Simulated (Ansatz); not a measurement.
# Pyrite PtSb₂

All values below come from PBE-D3(BJ) (Ansatz, a first-principles code, PAW).

Settings: plane-wave cutoff 520 eV, 6×6×6 k mesh, Fermi–Dirac smearing 0.01 eV, scalar-relativistic PAW data made under PBE.

Cell: relaxed at this level.

* **volume per atom**: 22.61 Å³/atom
* **bulk modulus B0**: 117 GPa
* **equilibrium lattice constant a**: 6.473 Å
* **band gap**: none

Measured, for comparison: band gap 0.11 eV (low temperature, zero-point motion not removed; as tabulated in Saeed et al. (2013), arXiv:1402.4256); equilibrium volume per atom 22.26 Å³/atom, lattice constant a 6.44 Å (temperature not stated, no zero-point or thermal correction; as tabulated in Saeed et al. (2013), arXiv:1402.4256). Computed (rounded) less measured: equilibrium volume per atom +1.6 %, lattice constant a +0.5 %.

Note: the gap of the solid is closed in this run; this level leaves the solid without a gap, although one is measured; the bulk modulus comes from volumes at which shape and atoms were relaxed.

Spin–orbit coupling is not included; it can open a gap where bands touch, and shift volumes and moduli.

Computed values are for the static lattice.
